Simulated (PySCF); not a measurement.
Isomers of C4H3N. The calculation used TDDFT wB97X-D/def2-SVPD, vertical, gas phase, core orbitals frozen in the response (PySCF 2.14.0, density-fitted response routines). Geometries: PBE0-D3(BJ)/def2-SVP; one conformer of each isolated species. Triplets are in the Tamm–Dancoff approximation.

A. `N#CC1C=C1`
B. `CC#CC#N`
C. `C#C[C@H]1N=C1`

Lowest singlet levels (six at most, fewer where fewer were computed) with oscillator strengths:

1. 242 nm (f 0.000); 231 nm (f 0.001 summed over 2 states); 160 nm (f 0.000); 158 nm (f 0.014 summed over 2 states); 153 nm (f 0.001 summed over 2 states); 148 nm (f 0.035 summed over 2 states); T1 4.22 eV
2. 193 nm (f 0.012); 180 nm (f 0.085); 170 nm (f 0.001); 166 nm (f 0.000); 159 nm (f 0.039); 157 nm (f 0.000); T1 4.49 eV
3. 248 nm (f 0.006); 204 nm (f 0.013); 196 nm (f 0.007); 189 nm (f 0.026); 177 nm (f 0.023); 166 nm (f 0.024); T1 4.40 eV

Question: Which spectrum belongs to which structure?

Answer: 1 = B, 2 = A, 3 = C.
- A: S1 at 6.44 eV, HOMO-1→LUMO (89%), HOMO-4→LUMO (8%); Löwdin shares by element: HOMO carbon 80% or more, hydrogen 7% or more; LUMO carbon 80% or more, hydrogen 6% or more; HOMO -10.49 and LUMO 0.94 eV; point group Cs, 2 of its 6 listed states under f = 0.0005.
- B: S1 at 5.13 eV, HOMO-1/HOMO→LUMO/LUMO+1 (98%); Löwdin shares by element: HOMO (one of a set within 0.03 eV) carbon 69% or more, nitrogen 21%; LUMO (one of a set within 0.03 eV) carbon 64% or more, nitrogen 24%; HOMO -10.19 and LUMO 0.55 eV; point group C3v, 6 of its 10 listed states under f = 0.0005.
- C: S1 at 5.01 eV, HOMO→LUMO (86%), HOMO-3→LUMO (10%); Löwdin shares by element: HOMO carbon 66% or more, nitrogen 19% (atoms not listed hold the other 15%); LUMO carbon 48% or more, nitrogen 37%, hydrogen 8% or more; HOMO -9.26 and LUMO 0.92 eV.
B and C have S1 within 0.13 eV of each other; their strongest listed levels stand at 8.40 eV (f 0.035) and 6.56 eV (f 0.026).

A slash joins orbitals within 0.01 eV of each other, whose weights are summed (≥ marks a lower bound).
